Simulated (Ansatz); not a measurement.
System: hcp Ti. Method: LDA (Ansatz, a first-principles code, plane waves, PAW).

Run with plane-wave cutoff 520 eV, 24×24×14 k mesh (along the axes of the cell as run), Fermi–Dirac smearing 0.031 eV (set by the program), no spin polarisation, scalar-relativistic PAW data made under PBE.

Cell (relaxed at this level):

```
CELL_PARAMETERS angstrom
      2.86412     0.00000     0.00000
     -1.43206     2.48040     0.00000
      0.00000     0.00000     4.53393
ATOMIC_POSITIONS crystal
  Ti 0.66667 0.33333 0.75000
  Ti 0.33333 0.66667 0.25000
```

What does this level give for the elastic constant C66, elastic constant C11, elastic constant C12, Poisson ratio, elastic constant C13, elastic constant C33 and elastic constant C44?


- elastic constant C66 = 43.3 GPa
- elastic constant C11 = 185 GPa
- elastic constant C12 = 98.6 GPa
- Poisson ratio = 0.350
- elastic constant C13 = 92.1 GPa
- elastic constant C33 = 208 GPa
- elastic constant C44 = 36.5 GPa

Measured, for comparison: elastic constant C11 176 GPa, elastic constant C12 87 GPa, elastic constant C13 68 GPa, elastic constant C33 191 GPa, elastic constant C44 51 GPa (4 K, zero-point motion not removed; as tabulated in Ferrari et al. (2019), arXiv:1905.01197). Computed (rounded) less measured: elastic constant C11 +5 %, elastic constant C12 +13 %, elastic constant C13 +35 %, elastic constant C33 +9 %, elastic constant C44 -28 %.

Elastic constants are with the ions relaxed.

Computed values are for the static lattice.

Computing time: roughly 23 core-minutes.
